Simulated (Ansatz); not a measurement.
A run of Ansatz (development build ahead of 0.2.0) on doublet NH3(+) at this shape:

```xyz
4

N    -0.0350    0.0917    0.0433
H    -0.1175   -0.4984    0.8687
H     0.9373    0.2569   -0.1761
H    -0.4422   -0.3878   -0.7530
```

Its results:

```
Converged                       : yes
Total energy                    : -55.81579 hartree
Spin squared of the determinant : 0.757
Stability test                  : minimum
```

Forces (eV/Å):
| atom | Fx | Fy | Fz |
| --- | --- | --- | --- |
| N1 | 1.395 | -3.100 | -0.620 |
| H2 | -0.660 | 0.846 | 0.815 |
| H3 | 0.428 | 1.454 | 0.200 |
| H4 | -1.163 | 0.800 | -0.396 |

Problem. Which input gives this output? Name the method, the orbitals and the basis set, and write the input.

Solution. UHF in def2-SVP.

```yaml
crystal:
  periodic: [false, false, false]
  atoms:
    - { symbol: "N", position_ang: [-0.03501, 0.09167, 0.04334] }
    - { symbol: H, position_ang: [-0.1175, -0.49837, 0.86865] }
    - { symbol: H, position_ang: [0.93728, 0.25688, -0.17611] }
    - { symbol: H, position_ang: [-0.44221, -0.3878, -0.75304] }
basis:
  gaussian: { orbitals: def2-SVP }
total_charge: 1
magnetization:
  spin_polarized: true
  initial_magnetization: 1
hamiltonian:
  xc: hf
output:
  forces: true
```
